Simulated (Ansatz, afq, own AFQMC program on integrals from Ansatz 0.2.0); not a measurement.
## CH2, singlet: AFQMC among the cluster methods

```xyz
3

C     0.0000   -0.1011    0.0000
H     0.0000    0.6021   -0.8621
H     0.0000    0.6021    0.8621
```

Basis cc-pVTZ. Only valence electrons are correlated. AFQMC by an in-house program on the Cholesky factors that Ansatz 0.2.0 writes for its CCSD(T) run. ph-AFQMC/CISD is guided by a CISD state made of CCSD amplitudes; releasing the constraint for a short imaginary time cuts its bias at the price of noise, slowly where states lie close. Free projection: walkers drawn from exp(T), propagated without any constraint. Its projection time is finite, and what remains of the start isn't in its error. ± is one standard error of the sampling.

Determinant: RHF, the one that the program's search chose, which needn't be the lowest solution. The geometry is a PBE0/def2-TZVP stationary point of this or a neighbouring charge and spin state.

No full CI on the walks' own integrals is used here; CCSDT(Q) serves as the reference and is uncertain by about the last step of the cluster series.

Cautions: higher spins were not checked; restricted determinant unstable towards unrestricted (UHF 497 meV lower, ⟨S²⟩ 0.72); the ph-AFQMC/CISD walk drifts between its halves (2.2 errors).

- T1 diagnostic: 0.0092
- weight of the determinant in the CISD state: 0.919
- size of the correlated space: 6 electrons in 57 orbitals

| level | correlation energy (eV) |
| --- | --- |
| MP2 | -3.7760 |
| CCSD | -4.4732 |
| CCSD(T) | -4.6046 |

Question: Estimate where phaseless AFQMC with the Hartree–Fock trial lies against CCSD(T) on the same integrals.

Answer: 7.2 ± 6.7 kJ/mol below CCSD(T). The gap is under twice the noise, so this walk alone can't tell the two apart.

Reference: CCSDT(Q), correlation energy -4.632 eV. The released energy is read at 2.40 1/Eh (meV from the phaseless value at times in 1/Eh: -8 ± 11 at 0.24, 2 ± 12 at 0.51, -1 ± 8 at 0.99, -3 ± 10 at 1.62, -15 ± 14 at 2.40).

| level | E − E(reference) (kJ/mol) | share of correlation (%) |
| --- | --- | --- |
| CCSD(T) | 2.6 | 99.41 |
| CCSDT | 0.5 | 99.89 |
| ph-AFQMC/HF | -4.5 ± 6.7 | 101.02 |
| ph-AFQMC/CISD | -1.3 ± 0.9 | 100.28 |
| released AFQMC | -2.7 ± 1.4 | 100.60 |
| free AFQMC | -1.1 ± 1.5 | 100.26 |

Free projections are given only where their last times agree within the noise and don't stop above the reference; a slow remainder of the start can still hide under it. A walk keeps the symmetry of its determinant, which the program's search chose and which needn't be the lowest solution, so a lower state of the same spin and another symmetry isn't excluded. Released energies are given only where the last usable release times agree within the noise; a slower fall can still hide under it.
